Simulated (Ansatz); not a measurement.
Molecule (SMILES): P (PH3).
Atoms: P1, H2, H3, H4. Bonds: P1-H2, P1-H3, P1-H4.

How fast the highest harmonic wavenumber converges with the basis for several methods (Ansatz, a first-principles code): deviation from each method's own reference, in cm⁻¹. References: B3LYP 2392 cm⁻¹, the value in aug-pcseg-2; HF 2533 cm⁻¹, the value in aug-pcseg-2; PBE 2337 cm⁻¹, the value in aug-pcseg-2. Cartesian d functions, on some or all atoms, in 6-31+G*, 6-311G**; all else is spherical. No added dispersion term, no relativity. Each level at its own minimum, unscaled; the references are large sets that could be run, not limits.

```csv
basis,functions,B3LYP,HF,PBE
STO-3G,12,(withheld),558,399
def2-SV(P),24,(withheld),33,-8
6-31+G*,29,(withheld),73,22
def2-SVP,33,(withheld),13,0
cc-pV(D+d)Z,38,(withheld),7,1
6-311G**,45,(withheld),19,1
jun-cc-pV(T+d)Z,90,(withheld),0,4
aug-cc-pV(T+d)Z,124,(withheld),0,4
```

**Question.** What belongs in the gaps?

**Answer.** 
- STO-3G, B3LYP: 413
- def2-SV(P), B3LYP: -5
- 6-31+G*, B3LYP: 25
- def2-SVP, B3LYP: -4
- cc-pV(D+d)Z, B3LYP: -6
- 6-311G**, B3LYP: 0
- jun-cc-pV(T+d)Z, B3LYP: 4
- aug-cc-pV(T+d)Z, B3LYP: 4

Mean absolute deviation over 6-311G**, jun-cc-pV(T+d)Z, aug-cc-pV(T+d)Z: PBE 3, B3LYP 3, HF 7 cm⁻¹.
